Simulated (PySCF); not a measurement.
Gas-phase reaction: 3 AlH3.NH3 + 2 C3H4 (propyne) → 3 Al(CH3)2NH2 + 2 H

Method: PySCF energies plus ideal-gas RRHO corrections (1 bar). † marks an energy on the PBE0/def2-TZVP geometry and frequencies. CCSD(T) freezes the core. Open shells (unrestricted): H (multiplicity 2); the rest are closed-shell singlets. Adducts (AlH3.NH3) have no counterpoise correction, and HF, PBE, BLYP, B3LYP and PBE0 lack dispersion. Methyl groups turn as free rotors in Al(CH3)2NH2. AlH3.NH3, Al(CH3)2NH2: computed as isolated molecules; such fragments, hydroxides, amides, oligomers or adducts are transient or little studied in the gas. CCSD(T) isn't extrapolated to the basis-set limit. The harmonic model lacks anharmonicity and excited electronic states, which grow with temperature; levels with a mode under 35 cm⁻¹ are left out.

ΔH° and ΔS° at 298 K: BLYP/def2-TZVP† -202 kJ, -41 J/K; CCSD(T)/def2-SVP† -156 kJ, -41 J/K; HF/def2-TZVP† -245 kJ, -41 J/K; PBE0/def2-QZVP† -303 kJ, -41 J/K.

Task: With the heat capacities included, give log10 K (1 bar) at 600, 800, 1200, 1600, 2500 K from BLYP/def2-TZVP†, CCSD(T)/def2-SVP†, HF/def2-TZVP†, PBE0/def2-QZVP†.

Result: 
| T (K) | BLYP/def2-TZVP† | CCSD(T)/def2-SVP† | HF/def2-TZVP† | PBE0/def2-QZVP† |
|---|---|---|---|---|
| 600 | 15.7 | 11.7 | 19.4 | 24.5 |
| 800 | 11.4 | 8.4 | 14.2 | 18.0 |
| 1200 | 7.2 | 5.2 | 9.0 | 11.6 |
| 1600 | 5.0 | 3.5 | 6.4 | 8.3 |
| 2500 | 2.7 | 1.7 | 3.6 | 4.8 |
